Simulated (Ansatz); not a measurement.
`[SH][Mg][Cl]` + H₂O → `[OH][Mg][SH]` + HCl  (formal hydrolysis of a Mg–Cl bond)

Calculated with Ansatz (gas phase, PBE0-D4/def2-TZVP geometries, no zero-point term in ΔE). CCSD(T)/CBS adds triple-zeta CCSD(T) − MP2 to the extrapolated MP2 energy (def2 sets, frozen cores). This one scheme is used for every species. Functionals use def2-TZVPP. HSE06 is defined as in plane-wave codes. For Mg outer-core shells are correlated without core-valence functions, which leaves a few kJ/mol of doubt a bond. Each species was taken in one conformer, which may not be the lowest.

**Question.** Is it downhill or uphill in electronic energy at CCSD(T)/CBS, and by how much? (An estimate is asked.)

**Answer.** Ansatz gave: Uphill: ΔE = +80.7 kJ/mol.

**Question.** What do these levels give: PBE-D4, revPBE-D4, r2SCAN-D4, PBE0-D4, HSE06-D4, CCSD/def2-TZVPP? (Estimate.)

**Answer.** The calculation gave: PBE-D4 81.3, revPBE-D4 81.9, r2SCAN-D4 82.7, PBE0-D4 86.8, HSE06-D4 87.4, CCSD/def2-TZVPP 79.6 kJ/mol.

Largest T1 diagnostic among the species: 0.010.

From r2SCAN to r2SCAN0 (25 % exact exchange), in def2-TZVPP and without D4, ΔE moves by +3.9 kJ/mol. Leaving LDA and LC-ωPBE aside and taking each functional with its dispersion term where it has one, the values, not all of them listed here, spread over 12.4 kJ/mol, from BLYP-D4 to HSE06-D4. LDA lies −4.7 kJ/mol from PBE without D4.
